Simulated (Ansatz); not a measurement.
# Forces away from equilibrium

CFSi (charge -1), closed shell, displaced at random from a GFN2-xTB minimum.

```
3
angstrom
F 0.1471 1.4639 0.2890
C -0.0119 0.0347 0.0068
Si -0.0722 -1.5384 -0.1968
```

Ansatz 0.2.0; basis: def2-TZVPPD; cores frozen in the correlated methods.

CCSD(T) forces from the calculation:
```
atom      Fx      Fy  Fz (eV/Å)
  F1  -0.363  -2.578     -0.580
  C2   0.556   5.800      1.062
 Si3  -0.193  -3.222     -0.482
```

Question: Which atom feels the largest CCSD(T) force, and how large is it?

Answer: C2, 5.92 eV/Å, along (0.09, 0.98, 0.18).

Root-mean-square difference of the force components from those of CCSD(T): PBE0-D4 0.371; wB97M-V 0.524; r2SCAN-D4 0.247; PBE-D4 0.157; revPBE-D4 0.196; r2SCAN0-D4 0.480 eV/Å.

T1 diagnostic: at most 0.020. The restricted Hartree–Fock reference is unstable towards an unrestricted one here. These are differences at one structure, and CCSD(T) in triple zeta is itself an approximation.

For scale, one of the runs: CCSD(T)/def2-TZVPPD forces, 125 basis functions (an equivalent command: `ansatz run in.yaml --threads 4`). Hardware: 4 CPU threads, shared host. Wall time 16 s; peak host memory 0.99 GiB.
